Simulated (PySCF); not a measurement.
Gas-phase reaction: CH3SiH2 + C2H4 = (CH3)3Si

Computed with PySCF and rigid-rotor harmonic-oscillator thermochemistry at 1 bar. † marks an energy on the PBE0/def2-TZVP geometry and frequencies; other levels use their own. MP2 freezes the core. 6-31G* has spherical d functions here. Open shells (unrestricted): CH3SiH2 (multiplicity 2), (CH3)3Si (multiplicity 2); the rest are closed-shell singlets. B3LYP is the form with VWN-RPA correlation. CH3SiH2, (CH3)3Si: computed as isolated molecules; such fragments, hydroxides, amides, oligomers or adducts are transient or little studied in the gas. MP2 isn't extrapolated to the basis-set limit; its ΔH°(298 K) is -164.2 kJ in def2-SVP and -179.1 kJ in def2-TZVPP. The harmonic model lacks anharmonicity and excited electronic states, which grow with temperature; levels with a mode under 35 cm⁻¹ are left out. Internal rotation in CH3SiH2, (CH3)3Si is treated as a harmonic vibration of one conformer, which makes the entropy rough.

```csv
level,"ΔE electronic, kJ","ΔH°(298 K), kJ","ΔS°(298 K), J/K","ΔG°(1200 K), kJ"
B3LYP/def2-TZVP†,-163,-146,-149,25
HF/6-31G*,-157,-139,-151,34
HF/def2-TZVP†,-148,-131,-149,40
MP2/def2-SVP†,-181,-164,-149,7
PBE0/def2-TZVP,-195,-178,-149,-7
LDA/def2-TZVP†,-225,-208,-149,-37
```
ΔH° is lowest at LDA/def2-TZVP† and highest at HF/def2-TZVP†. No reference value is set beside these.
